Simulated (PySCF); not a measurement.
2-methyl-3-buten-1-ol (`C=C[C@H](C)CO`). The calculation used PBE0-D3(BJ)/def2-SVP geometry optimisation, gas phase in PySCF.

```
atom  x, y, z in Å
C1     1.6351   -1.2029    0.5327
C2     1.0682   -0.0782    0.9783
C3     0.5143    1.0140    0.1125
C4     0.8839    2.3977    0.6324
C5    -1.0090    0.8472    0.0126
O6    -1.3848   -0.3719   -0.5507
H7     1.7922   -1.3752   -0.5374
H8     1.9822   -1.9804    1.2187
H9     0.9353    0.0574    2.0611
H10    0.9120    0.8842   -0.9090
H11    1.9748    2.5230    0.6943
H12    0.4884    3.1866   -0.0258
H13    0.4705    2.5651    1.6407
H14   -1.4514    0.9967    1.0216
H15   -1.4169    1.6425   -0.6326
H16   -0.9004   -1.0625   -0.0795
```

(1) Where is the centre of mass (commonest isotopes), and what is the radius of gyration?

(2) What is the repulsion energy of the bare nuclei, Σ ZA·ZB/RAB?

(3) What are the angles C2–C1–H7, C1–C2–C3, C2–C3–H10, C3–C4–H12, C3–C4–H13, C3–C5–H15?

(4) Give the dihedral angles C2–C3–C5–H15, C1–C2–C3–C5, H7–C1–C2–C3, H7–C1–C2–H9, H10–C3–C5–H14, C2–C3–C4–H11.

(5) How far are the heavy atoms from their best plane (unweighted least squares)?

(6) Write the matrix of distances between heavy atoms (Å, lower triangle).

## Answers

(1) Mass 86.073 u; centre at (0.230, 0.433, 0.266) Å; Rg = √(Σ m r²/M) = 1.782 Å. As Ia + Ib + Ic = 2 Σ m r², the three principal moments sum to 546.7 u·Å².

(2) 242.48 Eh over 120 pairs, with full nuclear charges and distances in bohr; the largest single term is 18.21 Eh (C5 with O6).

(3) From the scalar product of the two bond vectors; for C2–C1–H7 it is -0.7597 Å² over 1.3360 × 1.0952 Å², cos θ = -0.5192. C2–C1–H7 121.3°; C1–C2–C3 125.3°; C2–C3–H10 108.4°; C3–C4–H12 111.1°; C3–C4–H13 111.0°; C3–C5–H15 109.1°.

(4) C2–C3–C5–H15 -179° (antiperiplanar); C1–C2–C3–C5 99° (anticlinal); H7–C1–C2–C3 4° (synperiplanar); H7–C1–C2–H9 180° (antiperiplanar); H10–C3–C5–H14 -179° (antiperiplanar); C2–C3–C4–H11 58° (synclinal). Dihedral signs follow IUPAC: positive where, seen along the central bond, the front bond turns clockwise onto the rear one.

(5) 0.226 Å rms; C1 0.16, C2 0.38, C3 0.29, C4 0.04, C5 0.20, O6 0.09 Å (magnitudes).

(6) 
```
C1    0.000
C2    1.336  0.000
C3    2.519  1.500  0.000
C4    3.679  2.507  1.524  0.000
C5    3.386  2.471  1.536  2.524  0.000
O6    3.314  2.905  2.443  3.771  1.395  0.000
```

PBE0-D3(BJ)/def2-SVP frequencies: not computed here. One conformer, not necessarily the lowest.
